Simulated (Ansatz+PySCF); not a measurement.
Results of a calculation; reference values are marked as such.
Several solutions for singlet BH

```xyz
2

B     0.0000    0.0000   -0.2087
H     0.0000    0.0000    1.0436
```

Basis set: def2-SVP (spherical functions). Charge 0, multiplicity 1.

r²SCAN (unrestricted) was run from several starts with Ansatz (development build ahead of 0.2.0).

| run | program | start | converged | energy (hartree) | <S²> |
| --- | --- | --- | --- | --- | --- |
| A | Ansatz | search for the lowest state | yes | -25.23666 | – |
| B | Ansatz | atomic start, no search | yes | -25.23249 | – |
| C | Ansatz | stability test followed | yes | -25.23666 | – |

Question: Which runs reached the lowest solution of this kind, and what is wrong with the others?

Answer: A, C reached the lowest solution found. Converged but too high: B by 0.11 eV. Convergence only shows a stationary point, and even a stable one can lie too high; stability tests and further starts are what find lower ones.
